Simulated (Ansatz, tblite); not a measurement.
**(NaH)4 ring (Na4H4): rung by rung**

How do method and basis change the picture of (NaH)4 ring (Na4H4) (singlet)?

Program: Ansatz 0.2.0, Gaussian basis. Level of theory: as each input shows. These are calculated values, not measurements.

Levels to be run: GFN1-xTB, GFN2-xTB, PBE-D4/def2-TZVP, r2SCAN-D4/def2-TZVP, ωB97M-V/def2-TZVP, B97M-V/def2-TZVP, ωB97X-V/def2-TZVP, PBE-D4/def2-SVP, PBE0-D4/def2-SVP, HF/STO-3G, CCSD(T)/def2-TZVP, RPA/def2-TZVP.

2 further runs of the same task are left out: 2 set aside as unsound or not needed.

## 1. The relaxed structure

The geometry is that of the singlet, from an earlier relaxation (PBE0-D4/def2-SVP).

8 atoms, charge 0, spin multiplicity 1.

Bond lengths: Na1–Na2 3.630 Å, Na1–Na4 3.648 Å, Na1–H5 2.033 Å, Na1–H8 2.032 Å, Na2–Na3 3.648 Å, Na2–H5 2.033 Å, Na2–H6 2.032 Å, Na3–Na4 3.630 Å, Na3–H6 2.032 Å, Na3–H7 2.033 Å, Na4–H7 2.033 Å, Na4–H8 2.032 Å. Angles: Na2–Na1–Na4 90.0°, Na2–Na1–H5 26.8°, Na2–Na1–H8 116.2°, Na4–Na1–H5 116.8°, Na4–Na1–H8 26.2°, H5–Na1–H8 142.9°, Na1–Na2–Na3 90.0°, Na1–Na2–H5 26.8°, Na1–Na2–H6 116.2°, Na3–Na2–H5 116.8°, Na3–Na2–H6 26.2°, H5–Na2–H6 142.9°, Na2–Na3–Na4 90.0°, Na2–Na3–H6 26.2°, Na2–Na3–H7 116.8°, Na4–Na3–H6 116.2°, Na4–Na3–H7 26.8°, H6–Na3–H7 142.9° and more.

PBE0-D4/def2-TZVP was run before; its log isn't repeated, and its numbers join the tables.

## 2. GFN1-xTB

Tight binding, by tblite at 300 K electronic temperature and without a spin-polarisation term:

```python
tblite.interface.Calculator('GFN1-xTB', numbers, positions, charge=0, uhf=0).singlepoint()
```

Energy -93.5304 eV, HOMO -10.31 eV, LUMO -5.59 eV; 0.006 s.

## 3. GFN2-xTB

Tight binding, by tblite at 300 K electronic temperature and without a spin-polarisation term:

```python
tblite.interface.Calculator('GFN2-xTB', numbers, positions, charge=0, uhf=0).singlepoint()
```

Energy -80.7487 eV, HOMO -9.13 eV, LUMO -5.89 eV; 0.004 s.

## 4. PBE-D4/def2-TZVP

start.molden holds the orbitals of an earlier run on this state, given as this run's starting guess.

File in.yaml:

```yaml
crystal:
  periodic: [false, false, false]
  atoms:
    - {symbol: Na, position_ang: [-1.200050, -2.258381, -0.283825]}
    - {symbol: Na, position_ang: [-2.270961, 1.141822, 0.399908]}
    - {symbol: Na, position_ang: [1.200035, 2.258448, 0.283548]}
    - {symbol: Na, position_ang: [2.270987, -1.141880, -0.399624]}
    - {symbol: H, position_ang: [-2.607242, -0.838700, 0.087194]}
    - {symbol: H, position_ang: [-0.799724, 2.539152, 0.510365]}
    - {symbol: H, position_ang: [2.607230, 0.838693, -0.087192]}
    - {symbol: H, position_ang: [0.799726, -2.539164, -0.510375]}
basis:
  gaussian: {orbitals: def2-TZVP, initial_orbitals: start.molden}
hamiltonian: {xc: pbe, dispersion: d4}
scf: {omitted_lower_state_checks: [starts]}
output: {forces: true, orbitals: {seedname: orbitals}}
```

On the command line:

```bash
> ansatz run in.yaml --threads 2 --pin off --events-out ev --progress --plain --max-ram 4352MiB
```

After this run come: r2SCAN-D4/def2-TZVP; ωB97M-V/def2-TZVP; B97M-V/def2-TZVP; ωB97X-V/def2-TZVP; PBE-D4/def2-SVP; PBE0-D4/def2-SVP; HF/STO-3G; CCSD(T)/def2-TZVP; RPA/def2-TZVP.

Q: Predict the results of all the runs planned. Wanted: gap in def2-TZVP, named functionals, smallest and largest; correlation energy, CCSD(T)/def2-TZVP; PBE0 total energy, smallest basis above largest.

As calculated:

| quantity | value |
| --- | --- |
| gap in def2-TZVP, named functionals, smallest and largest | 3.75 eV (PBE-D4), 8.81 eV (ωB97X-V) |
| correlation energy, CCSD(T)/def2-TZVP | -21.93 eV |
| PBE0 total energy, smallest basis above largest | 6.61 eV (def2-SVP, def2-TZVP) |

What this shows: Orbital gaps of the named functionals in def2-TZVP span 3.75 eV (PBE-D4) to 8.81 eV (ωB97X-V); exact exchange widens it.
